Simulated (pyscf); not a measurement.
A first-order saddle from PySCF, ωB97X-D3(BJ)/def2-SVP:

```xyz
8

O      1.3114    -0.6869    -0.5844
O      1.8392     0.0972     0.2741
H      0.7450     0.0377     1.0001
C     -0.5160    -0.3873     1.2176
H      0.2140    -0.7486     0.1405
H     -1.1487     0.4947     1.0434
H     -0.2989    -0.4756     2.2954
H     -1.1184    -1.2841     0.9865
```
Charge 0, spin multiplicity 2.

Surface: doublet, charge 0. Lowest wavenumbers (cm⁻¹): 1871i, 20, 438, 563, 602.

Task: What reaction is this the transition state of?

Result: •O–OH (SMILES [O]O) + CH₄ (SMILES C) ⇌ •O–OH (SMILES [O]O) + CH₄ (SMILES C), a concerted two-bond exchange read from left to right: H–O, C–H broken and H–O, C–H formed. At CCSD(T)/def2-TZVPP + ΔMP2(QZVPP) it lies +41.4 kcal/mol from the left side and +41.4 kcal/mol from the right (each side as separated species at their lowest minima found). The same reactants have a lower exit, to HO–OH + CH₃• (barrier +27.9 kcal/mol at ωB97M-D3(BJ), against +39.9 kcal/mol here). This is the saddle that the search found; another between the same sides may lie lower. The CCSD(T) − MP2 part came from Ansatz, without density fitting, on the same reference.
